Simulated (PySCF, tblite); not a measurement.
silanol and ammonia

A gas-phase complex of silanol and ammonia; neutral, singlet. The structure comes from a short search (6 tight-binding starts) and was relaxed by PBE0-D3(BJ)/def2-TZVPD; another way of binding may lie lower. No frequency run checks that it is a minimum.

Parts: 1 = silanol (O[SiH3]), atoms 1–6; 2 = ammonia (N), atoms 7–10.

```
atom  part   x (Å)   y (Å)   z (Å)
  O1     1   0.675   0.212  -0.640
 Si2     1  -0.483  -0.266   0.406
  H3     1   0.445   0.307  -1.592
  H4     1   0.131  -0.315   1.756
  H5     1  -1.642   0.675   0.440
  H6     1  -1.024  -1.618   0.077
  N7     2   0.146   0.518  -3.370
  H8     2  -0.618   1.143  -3.597
  H9     2   0.990   0.920  -3.759
 H10     2  -0.024  -0.356  -3.855
```

```json
{"contact": "H3···N7", "kind (by geometry)": "hydrogen bond", "distance (Å)": "1.815", "angle (°)": "176"}
```

Interaction energies are complex less parts, with the parts frozen as they stand in it; counterpoise-corrected, in kcal/mol (PySCF). The CCSD(T) estimate is Hartree-Fock/aug-cc-pVQZ, plus the MP2 correlation part extrapolated as X⁻³ from aug-cc-pVTZ and aug-cc-pVQZ, plus CCSD(T) less MP2 in aug-cc-pVDZ; noble-gas cores are frozen. It isn't the exact limit.

Task: Give the interaction energy at each level run.

Result: 
| level | interaction | superposition error removed |
| --- | --- | --- |
| Hartree-Fock/aug-cc-pVQZ | -6.08 | - |
| wB97M-D3(BJ)/def2-TZVPD | -9.21 | -0.27 |
| PBE0-D3(BJ)/def2-TZVPD | -10.17 | -0.24 |
| MP2/aug-cc-pVQZ | -9.26 | -0.33 |
| CCSD(T), estimated basis limit | -9.17 | - |

Task: What holds them together? Decompose the wB97M-D3(BJ)/def2-TZVPD energy: frozen parts, their antisymmetrised product, then relaxation.

Result: electrostatic -16.8, Pauli repulsion +16.8, orbital relaxation -8.4, dispersion correction -1.1 kcal/mol, which sum to the value before the counterpoise correction; the Pauli term holds the exchange-correlation of the frozen density too. Of the attraction, 64 % is electrostatic, 32 % is orbital relaxation, 4 % is dispersion correction.

The parts were also relaxed and run alone, at the levels used for the complex: shieldings by PBE0/pcSseg-2; core levels by delta-SCF with SCAN, pcX-2 on the ionised atom and pcseg-1 elsewhere, spin-free X2C (2p3/2 is the spin-free 2p value less a third of a first-order spin-orbit splitting).

Values alone: O1–H3 bond (Å): 0.958; shielding of H3 (ppm): 31.12; shielding of N7 (ppm): 263.7; shielding of O1 (ppm): 324.9; O1 1s core level (eV): 538.85; Si2 2p3/2 core level (eV): 107.61; N7 1s core level (eV): 405.54.

Task: How do these values change when the complex forms?

Result: 
| property | alone | in the complex | change |
| --- | --- | --- | --- |
| O1–H3 bond (Å) | 0.958 | 0.984 | +0.027 |
| shielding of H3 (ppm) | 31.12 | 24.19 | -6.92 |
| shielding of N7 (ppm) | 263.7 | 252.2 | -11.5 |
| shielding of O1 (ppm) | 324.9 | 307.5 | -17.5 |
| O1 1s core level (eV) | 538.85 | 537.29 | -1.56 |
| Si2 2p3/2 core level (eV) | 107.61 | 106.78 | -0.83 |
| N7 1s core level (eV) | 405.54 | 406.44 | +0.90 |
